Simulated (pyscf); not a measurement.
## Concerted two-bond exchange: `[CH4]` + `[C-]#[NH+]` → `[CH2]=[C]=[NH]` + `[H][H]`

Gas phase, singlet surface, charge 0. Bonds broken: C1–H5, C1–H7. Bonds formed: C1–C2, H5–H7. Structures and frequencies: ωB97X-D3(BJ)/def2-SVP in PySCF.

Transition state (Å):

```xyz
8

C     -0.9970     0.6890    -0.3379
C     -0.8383    -0.6233     0.6710
N     -0.3574    -1.7286     0.5239
H     -2.0713     0.8653    -0.4336
H     -0.5276     0.3682    -1.3324
H     -0.4353     1.4990     0.1343
H     -0.7679     1.4083    -1.8035
H      0.0840    -2.1233    -0.3067
```

One imaginary mode, 1380i cm⁻¹; descent along it reached the two sides named.

```csv
bond,change,reactant side (Å),saddle,product side
C1–H5,breaks,1.099,1.146,3.2
C1–H7,breaks,1.098,1.649,3.9
C1–C2,forms,4.7,1.663,1.316
H5–H7,forms,1.797,1.167,0.760
```

Electronic energies relative to the separated reactants (eV):

| level | barrier | reaction energy | reverse barrier |
|---|---|---|---|
| ωB97X-D3(BJ)/def2-TZVP | 4.65 | +0.86 | 3.78 |
| PBE/def2-TZVP | 3.50 | +0.49 | 3.01 |
| r²SCAN/def2-TZVP | 3.77 | +0.58 | 3.19 |
| B3LYP-D3(BJ)/def2-TZVP | 4.07 | +0.69 | 3.37 |
| PBE0-D3(BJ)/def2-TZVP | 3.98 | +0.65 | 3.33 |
| M06-2X/def2-TZVP | 4.53 | +0.81 | 3.72 |
| ωB97M-D3(BJ)/def2-TZVP | 4.58 | +0.90 | 3.67 |
| HF/def2-TZVP | 5.82 | +1.31 | 4.52 |

With ωB97M-D3(BJ)/def2-TZVP energies and thermal terms (ideal gas, 1 atm, RRHO with modes under 100 cm⁻¹ raised to 100, one conformer, R ln 2 for chiral ones without a mode under 150 cm⁻¹), in eV:

```
T (K)   ΔH‡   ΔG‡     ΔH     ΔG
-----  ----  ----  -----  -----
298    4.39  4.76  +0.72  +0.75
600    4.41  5.12  +0.76  +0.76
900    4.45  5.46  +0.80  +0.76
1200   4.49  5.80  +0.83  +0.74
```

C⁻≡NH⁺ lies 0.54 eV over its isomer HC≡N (electronic energy, ωB97M-D3(BJ)/def2-TZVP). H₂C=C=NH lies 1.13 eV over its isomer H₃C–C≡N (electronic energy, ωB97M-D3(BJ)/def2-TZVP). One saddle was located; it need not be the lowest between these sides. A restricted solution here is unstable towards spin polarisation, so biradical character is likely and single-reference numbers are less safe.
